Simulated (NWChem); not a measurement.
# One shape, several levels: C2HO (ethynyloxy radical)

Wanted: a comparison of 6 runs (UHF/STO-3G, UHF/def2-SVP, UHF/def2-TZVP, UCAM-B3LYP/6-31G*, UM06-2X/6-311G**, UCCSD/aug-cc-pVDZ) of C2HO (ethynyloxy radical). 

The results are computed with NWChem 7.3.0.

## 1. The molecule

The species is C2HO (4 atoms), meant as a doublet with charge 0. As SMILES, `C#C[O]`. Geometry: relaxed at PBE0-D4/def2-TZVP.

Bond lengths: C1–C2 1.288 Å, C2–O3 1.167 Å, C1–H4 1.072 Å. Angles: C1–C2–O3 170.9°, C2–C1–H4 137.7°.

## 2. Energy and gradient at UHF/STO-3G (run 1)

work.nw

```
echo
start work
title "C2HO hf"
memory stack 880 mb heap 220 mb global 1100 mb

geometry noautosym nocenter noautoz
 C    -0.562500    0.217400   -0.417800
 C     0.342300   -0.396600    0.262400
 O     1.068800   -1.106500    0.836800
 H    -0.793100    1.225500   -0.701600
end

basis "ao basis" spherical bse
 * library STO-3G
end

scf
 doublet
 uhf
 thresh 1e-08
 maxiter 80
 print low
end

task scf gradient
```

The run is started by

```console
$ nwchem work.nw > work.out
```

What it wrote:

```text
[...]
  functions       =    16
[...]
  wavefunction    = UHF
[...]
         Total SCF energy =   -149.088787554490
      One electron energy =   -307.905342713107
      Two electron energy =    106.212241739804
 Nuclear repulsion energy =     52.604313418813
                       Sz =      0.5000
                 Sz(Sz+1) =      0.7500
                      S^2 =      1.1844
[...]
                         UHF ENERGY GRADIENTS
    atom               coordinates                        gradient
                 x          y          z           x          y          z
   1 C      -1.062971   0.410826  -0.789528   -0.013402   0.010861  -0.010314
   2 C       0.646853  -0.749465   0.495864    0.103145  -0.113914   0.083281
   3 O       2.019739  -2.090982   1.581323   -0.094629   0.104037  -0.076335
   4 H      -1.498742   2.315859  -1.325832    0.004886  -0.000985   0.003368
 Task  times  cpu:        1.2s     wall:        1.2s
 Total times  cpu:        1.2s     wall:        1.2s
```

Run time: 1.7 s. Hardware: 1 thread of AMD EPYC 9R14 (Zen 4), shared host; peak memory 0.099 GiB.

## 3. Energy and forces at UHF/def2-SVP (run 2)

run.py

```python
from ase import Atoms
from ase.calculators.nwchem import NWChem

molecule = Atoms(['C', 'C', 'O', 'H'], positions=[
    [-0.562500, 0.217400, -0.417800],
    [0.342300, -0.396600, 0.262400],
    [1.068800, -1.106500, 0.836800],
    [-0.793100, 1.225500, -0.701600],
])

calc = NWChem(
    label='c2ho',
    theory='scf',
    memory='2200 mb',
    basis='def2-SVP',
    basispar='spherical bse',
    scf={'nopen': '1', 'uhf': None, 'thresh': '1e-08', 'maxiter': '80'},
)
molecule.calc = calc

forces = molecule.get_forces()
e = molecule.get_potential_energy()
print(f"E = {e:.6f} eV")
print("forces (eV/A):")
for s, f in zip(molecule.symbols, forces):
    print(f"{s:2s} {f[0]:10.5f} {f[1]:10.5f} {f[2]:10.5f}")
```

The run is started by

```console
$ export ASE_NWCHEM_COMMAND="nwchem PREFIX.nwi > PREFIX.nwo"
$ python run.py
```

What it wrote:

```text
E = -4107.927513 eV
forces (eV/A):
C     0.42896    0.12820    0.26796
C     0.81967   -1.22359    0.70340
O    -1.10084    1.16276   -0.88194
H    -0.14774   -0.06736   -0.08942
```

The calculator wrote c2ho.nwi:

```
title "c2ho"

permanent_dir c2ho

scratch_dir c2ho

start c2ho

geometry units angstrom nocenter noautosym noautoz
  C  -5.6250000000000000e-01 2.1740000000000001e-01 -4.1780000000000000e-01
  C  3.4229999999999999e-01 -3.9660000000000001e-01 2.6240000000000002e-01
  O  1.0688000000000000e+00 -1.1065000000000000e+00 8.3679999999999999e-01
  H  -7.9310000000000003e-01 1.2255000000000000e+00 -7.0160000000000000e-01
end

memory 2200 mb

basis spherical bse noprint
   * library def2-SVP
end

scf
  nopen 1
  uhf
  thresh 1e-08
  maxiter 80
end

task scf gradient
```

c2ho.nwo:

```text
Northwest Computational Chemistry Package (NWChem) 7.3.0
             --------------------------------------------------------

           Job information
           ---------------

    nwchem branch   = 7.3.0
    use scalapack   = T
    input           = c2ho.nwi
    prefix          = c2ho.
    data base       = c2ho/c2ho.db
    status          = startup
    nproc           =        1

           Memory information
           ------------------

    heap     =     72089596 doubles =      550.0 Mbytes
    stack    =     72089601 doubles =      550.0 Mbytes
    global   =    144179200 doubles =     1100.0 Mbytes (distinct from heap & stack)
    total    =    288358397 doubles =     2200.0 Mbytes
    verify   = yes
    hardfail = no

[... 118 lines left out ...]
         Quadratically convergent UHF
[... 15 lines left out ...]
  ga_iter_lsolve: convergence stagnant ... aborting solve
[... 13 lines left out ...]
      One electron energy =   -308.803880483029
[... 9 lines left out ...]
          Final alpha eigenvalues
[... 203 lines left out ...]
                     UHF Final Beta Molecular Orbital Analysis
[... 218 lines left out ...]
  wavefunction    =   UHF

                         UHF ENERGY GRADIENTS

    atom               coordinates                        gradient
                 x          y          z           x          y          z
   1 C      -1.062971   0.410826  -0.789528   -0.008342  -0.002493  -0.005211
   2 C       0.646853  -0.749465   0.495864   -0.015940   0.023795  -0.013679
   3 O       2.019739  -2.090982   1.581323    0.021408  -0.022612   0.017151
   4 H      -1.498742   2.315859  -1.325832    0.002873   0.001310   0.001739

                 ----------------------------------------
                 |  Time  |  1-e(secs)   |  2-e(secs)   |
                 ----------------------------------------
                 |  CPU   |       0.00   |       0.27   |
                 ----------------------------------------
                 |  WALL  |       0.00   |       0.27   |
                 ----------------------------------------

 Task  times  cpu:        5.0s     wall:        5.0s
 Total times  cpu:        5.0s     wall:        5.0s
```

Wall time 6 s (1 thread of AMD EPYC 9R14 (Zen 4), shared host); peak memory 0.1 GiB.

Run 3 isn't shown in full; the table further down has it.

## 4. Energy and forces at UCAM-B3LYP/6-31G(d) (spherical functions) (run 4)

c2ho.xyz

```xyz
4

C     -0.562500     0.217400    -0.417800
C      0.342300    -0.396600     0.262400
O      1.068800    -1.106500     0.836800
H     -0.793100     1.225500    -0.701600
```

run.py

```python
from ase.io import read
from ase.calculators.nwchem import NWChem

system = read('c2ho.xyz')

calc = NWChem(
    label='c2ho',
    theory='dft',
    memory='2200 mb',
    basis='6-31G*',
    basispar='spherical bse',
    dft={'xc': 'xcamb88 1.00 lyp 0.81 vwn_5 0.19 hfexch 1.00', 'cam': '0.33 cam_alpha 0.19 cam_beta 0.46', 'mult': '2', 'grid': 'xfine', 'convergence': 'energy 1e-08', 'direct': None, 'iterations': '100', 'mulliken': None},
)
system.calc = calc

forces = system.get_forces()
e = system.get_potential_energy()
print(f"E = {e:.6f} eV")
print("forces (eV/A):")
for s, f in zip(system.symbols, forces):
    print(f"{s:2s} {f[0]:10.5f} {f[1]:10.5f} {f[2]:10.5f}")
```

The run is started by

```console
$ export ASE_NWCHEM_COMMAND="nwchem PREFIX.nwi > PREFIX.nwo"
$ python run.py
```

What it wrote:

```text
E = -4131.961861 eV
forces (eV/A):
C    -0.05600    0.08140   -0.04787
C    -0.56158    0.52543   -0.44053
O     0.64782   -0.62231    0.51052
H    -0.03024    0.01548   -0.02216
```

The calculator wrote c2ho.nwi:

```
title "c2ho"

permanent_dir c2ho

scratch_dir c2ho

start c2ho

geometry units angstrom nocenter noautosym noautoz
  C  -5.6250000000000000e-01 2.1740000000000001e-01 -4.1780000000000000e-01
  C  3.4229999999999999e-01 -3.9660000000000001e-01 2.6240000000000002e-01
  O  1.0688000000000000e+00 -1.1065000000000000e+00 8.3679999999999999e-01
  H  -7.9310000000000003e-01 1.2255000000000000e+00 -7.0160000000000000e-01
end

memory 2200 mb

basis spherical bse noprint
   * library 6-31G*
end

dft
  xc xcamb88 1.00 lyp 0.81 vwn_5 0.19 hfexch 1.00
  cam 0.33 cam_alpha 0.19 cam_beta 0.46
  mult 2
  grid xfine
  convergence energy 1e-08
  direct
  iterations 100
  mulliken
end

task dft gradient
```

c2ho.nwo:

```text
Northwest Computational Chemistry Package (NWChem) 7.3.0
             --------------------------------------------------------

           Job information
           ---------------

    nwchem branch   = 7.3.0
    use scalapack   = T
    input           = c2ho.nwi
    prefix          = c2ho.
    data base       = c2ho/c2ho.db
    status          = startup
    nproc           =        1

           Memory information
           ------------------

    heap     =     72089596 doubles =      550.0 Mbytes
    stack    =     72089601 doubles =      550.0 Mbytes
    global   =    144179200 doubles =     1100.0 Mbytes (distinct from heap & stack)
    total    =    288358397 doubles =     2200.0 Mbytes
    verify   = yes
    hardfail = no

[... 109 lines left out ...]
          Convergence on energy requested:  1.00D-08
[... 31 lines left out ...]
          Convergence Information
[... 30 lines left out ...]
 1-e energy   =    -308.295517
[... 52 lines left out ...]
      One electron energy =     -309.508658416618
[... 8 lines left out ...]
                    DFT Final Alpha Molecular Orbital Analysis
[... 733 lines left out ...]
          Convergence on gradient requested:  5.00D-04
[... 32 lines left out ...]
          total energy or number of iterations.
[... 32 lines left out ...]
                         DFT ENERGY GRADIENTS

    atom               coordinates                        gradient
                 x          y          z           x          y          z
   1 C      -1.062971   0.410826  -0.789528    0.001089  -0.001583   0.000931
   2 C       0.646853  -0.749465   0.495864    0.010921  -0.010218   0.008567
   3 O       2.019739  -2.090982   1.581323   -0.012598   0.012102  -0.009928
   4 H      -1.498742   2.315859  -1.325832    0.000588  -0.000301   0.000431

                 ----------------------------------------
                 |  Time  |  1-e(secs)   |  2-e(secs)   |
                 ----------------------------------------
                 |  CPU   |       0.00   |       1.35   |
                 ----------------------------------------
                 |  WALL  |       0.00   |       1.35   |
                 ----------------------------------------

 Task  times  cpu:       13.8s     wall:       13.8s
 Total times  cpu:       13.9s     wall:       13.9s
```

Run time: 15 s. Hardware: 1 thread of AMD EPYC 9R14 (Zen 4), shared host; peak memory 0.12 GiB.

Run 5 isn't shown in full; the table further down has it.

## 5. A single-point energy at UCCSD/aug-cc-pVDZ (run 6)

run.nw

```
start run
memory stack 330 mb heap 110 mb global 1760 mb

geometry noautosym nocenter noautoz
   C     -0.562500     0.217400    -0.417800
   C      0.342300    -0.396600     0.262400
   O      1.068800    -1.106500     0.836800
   H     -0.793100     1.225500    -0.701600
end

basis spherical bse
   * library aug-cc-pVDZ
end

scf
   nopen 1
   uhf
   thresh 1e-08
   maxiter 80
end

tce
   scf
   ccsd
   freeze core 3
   maxiter 60
end

task tce energy
```

The run is started by

```console
$ nwchem run.nw > run.out
```

What it wrote:

```text
[...]
  functions       =    78
[...]
  wavefunction    = UHF
[...]
         Total SCF energy =   -151.105772076712
      One electron energy =   -308.957241380550
      Two electron energy =    105.247155885025
 Nuclear repulsion energy =     52.604313418813
                       Sz =      0.5000
                 Sz(Sz+1) =      0.7500
                      S^2 =      0.8113
[...]
         Wavefunction type : Unrestricted Hartree-Fock
          No. of electrons :    21
[...]
         Spin multiplicity : doublet
[...]
 CCSD total energy / hartree       =      -151.544607214908780
[...]
```

Run time: 63 s. Hardware: 1 thread of AMD EPYC 9R14 (Zen 4), shared host; peak memory 1.1 GiB.

## 6. All runs side by side

```
run                                    level  iteration cap  module  energy (Eh)   ⟨S²⟩  largest force (eV/Å)  wall time
  1                               UHF/STO-3G             80     scf  -149.088788  1.184                 8.988      1.7 s
  2                             UHF/def2-SVP             80     scf  -150.963553  0.823                 1.828        6 s
  3                            UHF/def2-TZVP             80     scf  -151.146515  0.812                 2.402       53 s
  4  UCAM-B3LYP/6-31G* (spherical functions)            100     dft  -151.846799  0.761                 1.033       15 s
  5                         UM06-2X/6-311G**            100     dft  -151.901304  0.762                 0.180       20 s
  6                        UCCSD/aug-cc-pVDZ             80     tce  -151.544607  0.811                     –       63 s
```

## 7. Summary of results

```
                                                         quantity          value
                                              run 6: total energy  -151.54461 Eh
run 6: HOMO energy (Hartree–Fock orbitals) (highest over α and β)      -10.15 eV
 run 6: LUMO energy (Hartree–Fock orbitals) (lowest over α and β)        0.24 eV
               run 6: correlation energy (3 core orbitals frozen)     -438.8 mEh
                         run 6: ⟨S²⟩ of the reference determinant          0.811
```

Over runs 2, 3, 4, 5 the dipole moment (its size) runs from 1.75 D (UCAM-B3LYP/6-31G*) to 1.92 D (UHF/def2-SVP). The two ends differ in method and basis. Totals of different functionals can't be ranked against each other. In run 1 the basis is minimal, so the values are rough. Spin contamination of the reference: run 1 ⟨S²⟩ = 1.18. All runs together took 2.6 min, the longest 63 s.
